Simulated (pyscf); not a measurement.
Thermochemistry of product channels of `[NH2][NH2]` + `[SiH3]` [doublet] on the doublet surface, in kJ/mol, from CCSD(T)/def2-TZVPP + ΔMP2(QZVPP) energies (ideal gas, 1 atm, RRHO with modes under 100 cm⁻¹ raised to 100, one conformer, R ln 2 for rigid chiral ones). Structures and frequencies: ωB97X-D3(BJ)/def2-SVP in PySCF. MP2 and CC: frozen core, UHF for open shells. ΔMP2 is the change of the MP2 total energy from the triple- to the quadruple-zeta basis.

```csv
products,ΔE,ΔH(298 K),ΔG(298 K),ΔG(1200 K)
`[NH2][SiH2]` [doublet] + `[NH3]`,(withheld),-223.7,-225.0,-233.7
`[NH2][SiH3]` + `[NH2]` [doublet],-145.1,-157.4,-159.1,-172.4
`[NH][SiH3]` [doublet] + `[NH3]`,(withheld),-142.4,-144.7,-158.0
```

Q: What belongs in the gaps?

A: 
- `[NH2][SiH2]` [doublet] + `[NH3]`, ΔE: -225.9
- `[NH][SiH3]` [doublet] + `[NH3]`, ΔE: -133.5

These are energies of the channels, which say nothing of barriers. The CCSD(T) − MP2 part came from Ansatz, without density fitting, on the same reference.
